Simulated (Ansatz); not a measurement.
Cuprite Ag2O, treated with LDA (plane waves, PAW; Ansatz, a first-principles code).

Numerical settings: plane-wave cutoff 520 eV, 12×12×12 k mesh, no spin polarisation, scalar-relativistic PAW data made under PBE.

Computed at the level's own relaxed cell.

```
CELL_PARAMETERS angstrom
      4.63698     0.00000     0.00000
      0.00000     4.63698     0.00000
      0.00000     0.00000     4.63698
ATOMIC_POSITIONS crystal
  Ag 0.75000 0.25000 0.75000
  Ag 0.25000 0.75000 0.75000
  Ag 0.75000 0.75000 0.25000
  Ag 0.25000 0.25000 0.25000
  O  0.00000 0.00000 0.00000
  O  0.50000 0.50000 0.50000
```

Give the elastic tensor (Voigt notation, GPa, ions relaxed, in the Cartesian axes of the cell as printed).


```
  104.0   102.6   102.6     0.0     0.0     0.0
  102.6   104.0   102.6     0.0     0.0     0.0
  102.6   102.6   104.0     0.0     0.0     0.0
    0.0     0.0     0.0    -3.8     0.0     0.0
    0.0     0.0     0.0     0.0    -3.8     0.0
    0.0     0.0     0.0     0.0     0.0    -3.8
```

The computed numbers hold no vibrational or temperature effects.
